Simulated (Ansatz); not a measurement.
A short molecular-dynamics run on CH$_{2}$ClF (`FCCl`).

```yaml
crystal:
  periodic: [false, false, false]
  atoms:
    - {symbol: F, position_ang: [-0.961009, 0.545405, 0.757837]}
    - {symbol: C, position_ang: [0.093432, 0.074628, 0.049805]}
    - {symbol: Cl, position_ang: [-0.411882, -1.247859, -1.006489]}
    - {symbol: H, position_ang: [0.841965, -0.316888, 0.737580]}
    - {symbol: H, position_ang: [0.487493, 0.871114, -0.580232]}
basis:
  gaussian: {orbitals: "6-31G*"}
hamiltonian: {xc: {name: BLYP}}
md: {timestep: 1 fs, n_steps: 20, ensemble: nvt_nose_hoover, temperature: 1000, initial_velocities: maxwell_boltzmann, seed: 537}
```

```sh
$ ansatz run in.yaml --threads 2 --pin off --events-out ev --progress --plain --max-ram 22528MiB --backend cpu
```

```csv
step,time (fs),potential energy (eV),kinetic (eV),T (K),conserved (eV)
0,0.0,-16307.2345,0.3878,1000,-16306.8467
1,1.0,-16307.1482,0.3074,793,-16306.8408
2,2.0,-16307.0317,0.2075,535,-16306.8242
3,3.0,-16307.1007,0.2667,688,-16306.8341
4,4.0,-16307.2315,0.3849,993,-16306.8467
5,5.0,-16307.2301,0.3880,1001,-16306.8422
6,6.0,-16307.1316,0.2971,766,-16306.8347
7,7.0,-16307.0422,0.2118,546,-16306.8308
8,8.0,-16307.0247,0.1948,502,-16306.8303
9,9.0,-16307.0871,0.2545,656,-16306.8331
10,10.0,-16307.1829,0.3437,886,-16306.8398
11,11.0,-16307.2123,0.3663,945,-16306.8469
12,12.0,-16307.0942,0.2550,658,-16306.8402
13,13.0,-16306.9524,0.1297,335,-16306.8238
14,14.0,-16307.0016,0.1688,435,-16306.8341
15,15.0,-16307.1133,0.2686,693,-16306.8461
16,16.0,-16307.1003,0.2604,672,-16306.8415
17,17.0,-16306.9992,0.1668,430,-16306.8343
18,18.0,-16306.9123,0.0838,216,-16306.8305
19,19.0,-16306.8999,0.0720,186,-16306.8300
20,20.0,-16306.9701,0.1396,360,-16306.8327
```

Velocities are drawn at the set temperature; a run this short doesn't reach equilibrium.

Frames (Å, forces in eV/Å):

```xyz
5
time=0.0 fs
F    -0.961    0.545    0.758   -0.778    0.382    0.554
C     0.093    0.075    0.050    0.485    0.424    0.252
Cl   -0.412   -1.248   -1.006   -0.308   -0.953   -0.776
H     0.842   -0.317    0.738    0.356   -0.110    0.188
H     0.487    0.871   -0.580    0.246    0.257   -0.218
5
time=1.0 fs
F    -0.961    0.549    0.761   -0.822    0.385    0.590
C     0.098    0.085    0.054   -0.551   -1.675    1.634
Cl   -0.412   -1.252   -1.011   -0.214   -0.756   -0.612
H     0.837   -0.318    0.748    0.362   -0.051    0.095
H     0.449    0.835   -0.551    1.226    2.097   -1.707
5
time=2.0 fs
F    -0.961    0.553    0.764   -0.814    0.363    0.602
C     0.102    0.094    0.060   -1.226   -3.187    2.638
Cl   -0.413   -1.257   -1.015   -0.127   -0.566   -0.445
H     0.836   -0.319    0.759    0.310    0.050   -0.046
H     0.423    0.819   -0.537    1.857    3.340   -2.749
5
time=3.0 fs
F    -0.962    0.558    0.768   -0.756    0.310    0.592
C     0.105    0.101    0.068   -1.040   -2.718    2.037
Cl   -0.413   -1.262   -1.020   -0.052   -0.391   -0.272
H     0.838   -0.320    0.770    0.243    0.148   -0.171
H     0.415    0.836   -0.550    1.605    2.651   -2.186
5
time=4.0 fs
F    -0.963    0.562    0.771   -0.645    0.234    0.554
C     0.107    0.105    0.078   -0.418   -1.022    0.371
Cl   -0.414   -1.267   -1.024    0.015   -0.223   -0.094
H     0.843   -0.320    0.779    0.182    0.218   -0.247
H     0.421    0.877   -0.584    0.865    0.792   -0.584
5
time=5.0 fs
F    -0.964    0.567    0.776   -0.490    0.150    0.486
C     0.108    0.109    0.088    0.042    0.418   -1.101
Cl   -0.414   -1.272   -1.029    0.082   -0.048    0.084
H     0.849   -0.317    0.786    0.131    0.255   -0.277
H     0.437    0.926   -0.624    0.235   -0.774    0.809
5
time=6.0 fs
F    -0.966    0.571    0.780   -0.313    0.069    0.398
C     0.110    0.113    0.097    0.234    1.204   -1.995
Cl   -0.414   -1.277   -1.034    0.147    0.126    0.249
H     0.856   -0.312    0.790    0.087    0.261   -0.271
H     0.454    0.968   -0.656   -0.155   -1.661    1.619
5
time=7.0 fs
F    -0.968    0.576    0.785   -0.138   -0.002    0.303
C     0.112    0.118    0.104    0.261    1.515   -2.431
Cl   -0.415   -1.283   -1.038    0.208    0.292    0.395
H     0.864   -0.305    0.791    0.045    0.237   -0.237
H     0.470    0.994   -0.672   -0.375   -2.041    1.970
5
time=8.0 fs
F    -0.969    0.581    0.789    0.021   -0.062    0.210
C     0.114    0.124    0.110    0.206    1.517   -2.540
Cl   -0.415   -1.288   -1.043    0.263    0.441    0.516
H     0.873   -0.295    0.791    0.000    0.185   -0.186
H     0.482    1.000   -0.670   -0.490   -2.081    1.999
5
time=9.0 fs
F    -0.971    0.585    0.794    0.160   -0.106    0.119
C     0.117    0.131    0.113    0.081    1.228   -2.334
Cl   -0.415   -1.292   -1.047    0.313    0.576    0.613
H     0.881   -0.284    0.788   -0.051    0.108   -0.123
H     0.490    0.986   -0.648   -0.503   -1.806    1.725
5
time=10.0 fs
F    -0.973    0.590    0.799    0.283   -0.134    0.023
C     0.119    0.139    0.115   -0.185    0.512   -1.702
Cl   -0.416   -1.297   -1.051    0.359    0.703    0.690
H     0.889   -0.271    0.784   -0.108    0.011   -0.050
H     0.492    0.955   -0.610   -0.349   -1.091    1.038
5
time=11.0 fs
F    -0.975    0.594    0.804    0.399   -0.145   -0.084
C     0.121    0.148    0.115   -0.730   -0.837   -0.480
Cl   -0.416   -1.302   -1.055    0.404    0.828    0.752
H     0.896   -0.258    0.780   -0.165   -0.101    0.031
H     0.492    0.914   -0.562    0.093    0.255   -0.219
5
time=12.0 fs
F    -0.976    0.599    0.809    0.515   -0.149   -0.202
C     0.123    0.156    0.115   -1.578   -2.688    1.182
Cl   -0.416   -1.306   -1.059    0.445    0.952    0.809
H     0.902   -0.247    0.776   -0.211   -0.216    0.116
H     0.492    0.875   -0.515    0.829    2.101   -1.906
5
time=13.0 fs
F    -0.977    0.603    0.814    0.620   -0.160   -0.315
C     0.123    0.162    0.115   -2.201   -3.891    2.243
Cl   -0.416   -1.310   -1.062    0.476    1.064    0.865
H     0.905   -0.237    0.773   -0.235   -0.322    0.202
H     0.500    0.856   -0.488    1.341    3.308   -2.996
5
time=14.0 fs
F    -0.978    0.607    0.818    0.695   -0.188   -0.404
C     0.122    0.165    0.118   -1.867   -3.199    1.629
Cl   -0.415   -1.314   -1.066    0.489    1.150    0.924
H     0.906   -0.230    0.773   -0.238   -0.401    0.271
H     0.522    0.869   -0.489    0.922    2.638   -2.420
5
time=15.0 fs
F    -0.979    0.611    0.823    0.740   -0.231   -0.469
C     0.119    0.165    0.122   -0.910   -1.422    0.083
Cl   -0.415   -1.317   -1.069    0.486    1.214    0.981
H     0.905   -0.228    0.774   -0.236   -0.428    0.291
H     0.552    0.907   -0.513   -0.080    0.867   -0.886
5
time=16.0 fs
F    -0.979    0.616    0.827    0.764   -0.277   -0.524
C     0.116    0.164    0.126   -0.090    0.045   -1.168
Cl   -0.414   -1.321   -1.072    0.474    1.264    1.032
H     0.902   -0.229    0.779   -0.246   -0.395    0.246
H     0.581    0.953   -0.545   -0.902   -0.637    0.414
5
time=17.0 fs
F    -0.978    0.619    0.831    0.766   -0.315   -0.572
C     0.112    0.163    0.129    0.388    0.845   -1.815
Cl   -0.414   -1.323   -1.074    0.456    1.305    1.068
H     0.896   -0.234    0.786   -0.271   -0.317    0.146
H     0.601    0.994   -0.574   -1.339   -1.518    1.173
5
time=18.0 fs
F    -0.978    0.623    0.835    0.740   -0.340   -0.611
C     0.109    0.163    0.130    0.616    1.155   -2.014
Cl   -0.413   -1.326   -1.076    0.435    1.333    1.087
H     0.888   -0.242    0.794   -0.300   -0.220    0.017
H     0.609    1.019   -0.591   -1.491   -1.928    1.521
5
time=19.0 fs
F    -0.977    0.627    0.838    0.681   -0.348   -0.636
C     0.106    0.164    0.130    0.673    1.145   -1.923
Cl   -0.412   -1.328   -1.078    0.411    1.348    1.085
H     0.877   -0.253    0.802   -0.312   -0.127   -0.112
H     0.603    1.027   -0.594   -1.453   -2.019    1.585
5
time=20.0 fs
F    -0.975    0.630    0.841    0.590   -0.340   -0.644
C     0.103    0.165    0.129    0.555    0.848   -1.582
Cl   -0.411   -1.330   -1.080    0.385    1.349    1.065
H     0.862   -0.264    0.810   -0.289   -0.049   -0.221
H     0.582    1.015   -0.581   -1.241   -1.808    1.382
```

Run time 14 s (2 threads of an AMD EPYC 7R13 on a shared host); peak host memory 0.15 GiB.
